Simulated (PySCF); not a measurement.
**Bonding in `C=CCC#N`**

Species: C4H5N.
SMILES with atom numbers: `[CH2:1]=[CH:2][CH2:3][C:4]#[N:5]` (hydrogens: H6, H7 on C1; H8 on C2; H9, H10 on C3)

Cartesian coordinates in Å at the GFN2-xTB level; atoms count from 1:
```xyz
10
C4H5N angstrom
C     -1.6110   -0.3723   -0.0852
C     -0.4656   -0.1199    0.5171
C      0.6718    0.6220   -0.1288
C      1.8296   -0.2343   -0.2216
N      2.7367   -0.9261   -0.2857
H     -1.8086   -0.0530   -1.0960
H     -2.4041   -0.9060    0.4092
H     -0.2821   -0.4543    1.5294
H      0.3977    0.9531   -1.1341
H      0.9445    1.4955    0.4731
```

Bond orders from the PBE0/pcSseg-1 density (PySCF). Geometry: GFN2-xTB, one conformer, isolated molecule.

(1) Where do the orders between heavy atoms depart from those drawn in the SMILES?

(2) Set the Mayer orders of the bonds between heavy atoms beside their lengths.

Answers

(1) The largest departure is 0.062, at C4–N5 (drawn triple, 3.062).

(2) 
```csv
bond,drawn as,length (Å),Mayer order
C1–C2,double,1.319,1.994
C2–C3,single,1.504,1.017
C3–C4,single,1.443,0.995
C4–N5,triple,1.143,3.062
```

By pair of heavy elements: C–C: lowest C3–C4 (0.995, 1.443 Å), highest C1–C2 (1.994, 1.319 Å); in 1 of the 3 pairs the longer bond (by over 0.003 Å) has the higher order (by 0.02 or more).

And the bonds to hydrogen?

C–H: 0.92 to 0.95 (5 bonds).

Sum the orders of all bonds at each heavy atom with more than one neighbour and set the sums beside the valence in the SMILES.

C1 3.901 (drawn 4), C2 3.963 (drawn 4), C3 3.858 (drawn 4), C4 4.057 (drawn 4). Orders between atoms that aren't bonded are not in these sums.

The Mayer order sums products of elements of PS (density times overlap matrix) between the two atoms' basis functions, so it depends on the basis set.

The run behind these numbers computed NMR shieldings as well. Time: 11 s wall. Hardware: x86-64 server, one thread, on a shared host.
